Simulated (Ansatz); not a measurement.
**bcc Li**

Calculation: r²SCAN (Ansatz, a quantum-chemistry and plane-wave program, plane waves, PAW).

Run with plane-wave cutoff 500 eV, 2×2×2 k mesh, Fermi–Dirac smearing 0.1 eV, cell of 250 sites, scalar-relativistic PAW data made under PBE.

Cell: relaxed at this level.

```json
{
 "vacancy_formation_energy": "0.49 eV",
 "vacancy_formation_energy_before_relaxation": "0.66 eV"
}
```

Measured, for comparison: vacancy formation energy 0.4 eV (no zero-point or thermal correction, monovacancy; as tabulated in Riffe and Christensen (2024), arXiv:2406.09527). Computed (rounded) less measured: vacancy formation energy within the reference's last digit.

Note: energies are extrapolated to zero smearing, and mesh and cell size move such values by some hundredths of an eV or more.

Static lattice: no zero-point or thermal effects.
